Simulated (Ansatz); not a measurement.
`[CH3][AlH][OH]` + H₂O → `[OH][AlH][OH]` + CH₄ at 500 K and 1 bar (formal hydrolysis of the Al–C bond).

Isolated molecules relaxed with PBE0-D4/def2-TZVP in Ansatz; ΔE leaves out vibrations. CCSD(T)/CBS is the MP2 limit (def2-TZVPP, def2-QZVPP) plus CCSD(T) − MP2 in def2-TZVPP, frozen cores. This one scheme is used for every species. Each species was taken in one conformer, which may not be the lowest.

```json
{"species": "`[CH3][AlH][OH]`", "CCSD(T)/CBS energy (Eh)": "-358.31021", "H − E (kJ/mol)": "183.4", "S (J/(mol·K))": "355.5"}
{"species": "H₂O", "CCSD(T)/CBS energy (Eh)": "-76.37941", "H − E (kJ/mol)": "73.2", "S (J/(mol·K))": "206.3"}
{"species": "`[OH][AlH][OH]`", "CCSD(T)/CBS energy (Eh)": "-394.28161", "H − E (kJ/mol)": "122.2", "S (J/(mol·K))": "323.7"}
{"species": "CH₄", "CCSD(T)/CBS energy (Eh)": "-40.46206", "H − E (kJ/mol)": "135.6", "S (J/(mol·K))": "206.8"}
```

H − E and S are ideal-gas, rigid-rotor, harmonic terms from PBE0-D4/def2-TZVP, for one conformer and one mirror image of each species. 1 Eh = 2625.50 kJ/mol, R = 8.31446 J/(mol·K).

Task: By hand: ΔE, ΔH, ΔS and ΔG.

Result: ΔE = (-394.28161) + (-40.46206) − (-358.31021) − (-76.37941) = -0.05405 Eh = -141.9 kJ/mol. Δ(H − E) = 122.2 + 135.6 − 183.4 − 73.2 = 1.2, so ΔH = -140.7 kJ/mol. ΔS = 323.7 + 206.8 − 355.5 − 206.3 = -31.3 J/(mol·K). ΔG = -140.7 − 500 × (-31.3)/1000 = -125.0 kJ/mol.

Task: By hand: the equilibrium constant, and the temperature at which ΔG would vanish if ΔH and ΔS stayed fixed.

Result: log₁₀ K = −ΔG/(RT ln 10) = 13.1. ΔG = 0 at ΔH/ΔS = 4495 K, far beyond where these terms or the molecules hold.

ΔH outweighs TΔS. A doubt of 5 kJ/mol in ΔE shifts log₁₀ K by 0.5 here. Other conformers and mirror images would add mixing entropy, several J/(mol·K) or more a flexible species. Modes under 60 cm⁻¹, often nearly free rotors, make the harmonic entropy too high. These are equilibria of isolated gas molecules and say nothing of rates. Largest T1 diagnostic: 0.012 (customary marks: 0.02 for closed shells, 0.045 for open ones).
